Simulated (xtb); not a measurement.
xtb input:

```bash
xtb mol.xyz --gfn 2 --sp --chrg 1 --uhf 0
```
mol.xyz:
```
2

C     -0.00000000    -0.00000000    -0.16050164
H      0.00000000     0.00000000     0.96300985
```

### Question
Predict the final energy.

### Answer
-1.69550 Eh (GFN2-xTB).

This state (charge 1, singlet) is run at the relaxed geometry of the species with charge 0 and multiplicity 2.
